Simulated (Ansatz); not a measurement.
A nudged elastic band was laid between two geometries of AlFH$_{2}$ (4 atoms, charge 0, multiplicity 1).

Computed with RKS PBE/def2-SVP in Ansatz.

```json
{"movable images": "9", "climbing image": "yes", "spring": "5.0 eV/Å²", "optimiser": "quadratic models (default)", "start path": "through a guess of the saddle point", "force threshold": "0.05 eV/Å", "iteration limit": "60", "end points": "relaxed"}
```

First end point:

```xyz
4
Properties=species:S:1:pos:R:3
Al 0.401 0.000 0.170
F 0.444 0.000 1.851
H 1.804 0.000 -0.582
H -1.038 0.000 -0.509
```

Last end point:

```xyz
4
Properties=species:S:1:pos:R:3
Al 0.089 0.000 -0.823
F 1.085 0.000 1.225
H 1.884 0.000 0.702
H -1.445 0.000 -0.174
```

Problem. Which bonds break or form, and what moves?

Solution. Bonds broken: Al1–F2, Al1–H3. Bonds formed: F2–H3. AlFH2 becomes AlH + FH.

Problem. What energy profile does the band end with?

Solution. The run converged. The highest image is number 7 of 0 to 10, 69.1 kcal/mol above the first end and 4.9 kcal/mol above the last; the last end lies 64.2 kcal/mol above the first. A vibrational analysis at the climbing image gives one clearly imaginary mode, 957i cm⁻¹: a first-order saddle point. The orbitals stay closed-shell, which can raise the energy where a bond breaks towards radicals; this wasn't checked here.

| image | path coordinate (Å) | energy (kcal/mol) | Al1–F2 (Å) | Al1–H3 (Å) | F2–H3 (Å) |
| --- | --- | --- | --- | --- | --- |
| 0 | 0.00 | 0.0 | 1.68 | 1.59 | 2.79 |
| 1 | 0.22 | 2.0 | 1.68 | 1.59 | 2.60 |
| 2 | 0.43 | 8.1 | 1.67 | 1.59 | 2.38 |
| 3 | 0.65 | 18.6 | 1.68 | 1.59 | 2.15 |
| 4 | 0.87 | 33.0 | 1.70 | 1.60 | 1.90 |
| 5 | 1.09 | 49.5 | 1.76 | 1.62 | 1.66 |
| 6 | 1.30 | 63.5 | 1.85 | 1.67 | 1.42 |
| 7 | 1.52 | 69.1 | 1.96 | 1.76 | 1.19 |
| 8 | 1.71 | 66.7 | 2.09 | 1.91 | 1.04 |
| 9 | 1.89 | 64.6 | 2.23 | 2.13 | 0.98 |
| 10 | 2.08 | 64.2 | 2.28 | 2.36 | 0.96 |

Problem. What is the geometry of the highest image?

Solution. 
```xyz
4
Properties=species:S:1:pos:R:3:forces:R:3
Al 0.248 0.000 -0.484 0.01 0.00 0.00
F 0.988 0.000 1.331 -0.01 0.00 -0.01
H 1.754 0.000 0.424 0.01 0.00 0.01
H -1.378 0.000 -0.340 -0.02 0.00 0.00
```

Problem. What are the harmonic wavenumbers there?

Solution. 957i, 452, 461, 642, 1655, 1754 cm⁻¹.

The band took 9 iterations and roughly 60 core-seconds.

Run time: 57 s on 1 thread of Arm Neoverse V1 (shared host), peak memory 0.086 GiB.
